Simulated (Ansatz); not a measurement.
# CH5AlSi (SMILES [CH2]1[AlH][SiH2]1): one structure at several levels

The task here is to estimate one member of a computed series from the others.

Computed with Ansatz 0.2.0, Gaussian basis. Level: single points in def2-TZVPP.

Correlated methods freeze the cores.

### Starting geometry

8 atoms, charge 0, spin multiplicity 1.

Atoms are counted from 1 here; the program's logs count them from 0.

Bond lengths: C1–Al2 1.957 Å, C1–Si3 1.854 Å, C1–H4 0.984 Å, C1–H5 1.030 Å, Al2–Si3 2.273 Å, Al2–H6 1.532 Å, Si3–H7 1.544 Å, Si3–H8 1.502 Å. Angles: Al2–C1–Si3 73.2°, Al2–C1–H4 115.7°, Al2–C1–H5 122.0°, Si3–C1–H4 117.4°, Si3–C1–H5 120.8°, H4–C1–H5 105.7°, C1–Al2–Si3 51.3°, C1–Al2–H6 155.7°, Si3–Al2–H6 152.8°, C1–Si3–Al2 55.5°, C1–Si3–H7 109.1°, C1–Si3–H8 113.3°, Al2–Si3–H7 125.7°, Al2–Si3–H8 134.4°, H7–Si3–H8 99.9°.

As a file:

```xyz
8
charge 0, multiplicity 1
C    -0.4861    0.2435   -0.7136
Al    0.0048    1.2928    0.8643
Si    0.4372   -0.8943    0.4216
H    -1.4485    0.0795   -0.8348
H    -0.1202    0.4640   -1.6512
H     0.1382    2.5639    1.7097
H     1.6846   -1.4360   -0.3095
H    -0.2863   -2.1832    0.6869
```

The first run:

run/in.yaml reads:

```yaml
crystal:
  periodic: [false, false, false]
  atoms:
    - {symbol: C, position_ang: [-0.486100, 0.243500, -0.713600]}
    - {symbol: Al, position_ang: [0.004800, 1.292800, 0.864300]}
    - {symbol: Si, position_ang: [0.437200, -0.894300, 0.421600]}
    - {symbol: H, position_ang: [-1.448500, 0.079500, -0.834800]}
    - {symbol: H, position_ang: [-0.120200, 0.464000, -1.651200]}
    - {symbol: H, position_ang: [0.138200, 2.563900, 1.709700]}
    - {symbol: H, position_ang: [1.684600, -1.436000, -0.309500]}
    - {symbol: H, position_ang: [-0.286300, -2.183200, 0.686900]}
basis:
  gaussian: {orbitals: def2-TZVPP}
correlation: {method: ccsd_t}
output: {forces: true}
```

No record of the launch command was kept for these runs.

Steps of the session up to this table: CCSD(T)/def2-TZVPP; PBE0-D4/def2-TZVPP; wB97M-V/def2-TZVPP; r2SCAN-D4/def2-TZVPP; PBE-D4/def2-TZVPP; r2SCANh-D4/def2-TZVPP; BLYP-D4/def2-TZVPP.

One table of the session follows, with a row left open; its other results are not shown here.

| method | RMS force component (eV/Å) | angle to CCSD(T) forces (°) | dipole (D) |
| --- | --- | --- | --- |
| CCSD(T) | 1.517 | reference | 2.05 |
| PBE0-D4 | 1.509 | 5.0 | 2.05 |
| wB97M-V | ? | ? | ? |
| r2SCAN-D4 | 1.500 | 4.6 | 2.04 |
| PBE-D4 | 1.542 | 6.2 | 1.96 |
| r2SCANh-D4 | 1.492 | 4.6 | 2.07 |
| BLYP-D4 | 1.506 | 3.4 | 1.98 |

Estimate the missing values for wB97M-V.

**Answer.** RMS force component (eV/Å): 1.498; angle to CCSD(T) forces (°): 3.9; dipole (D): 2.16. In the column «RMS force component (eV/Å)» it lies between r2SCANh-D4 (1.492) and r2SCAN-D4 (1.500).
